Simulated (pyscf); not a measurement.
Structures and frequencies: ωB97X-D3(BJ)/def2-SVP in PySCF. Correlated levels are frozen-core, on RHF or UHF. ΔMP2 is the change of the MP2 total energy from the triple- to the quadruple-zeta basis.

### Question
How much does it cost (ΔH, 298 K, CCSD(T)/def2-TZVPP + ΔMP2(QZVPP)) to split H₂N–BH–SiH₃ (SMILES NB[SiH3]) at its B–Si bond into [HB–NH₂]• + SiH₃•?

### Answer
B–Si to [HB–NH₂]• + SiH₃•: 362.0 kJ/mol. The radicals are drawn with the spin at the cut bond; how far it spreads was not checked. H₂N–BH–SiH₃ lies 55.2 kJ/mol over its isomer H₂B–NH–SiH₃, and others may lie lower still (electronic energy, ωB97M-D3(BJ)). Other isomers of [HB–NH₂]• were not searched in full and may lie lower. The CCSD(T) − MP2 part came from Ansatz, without density fitting, on the same reference.
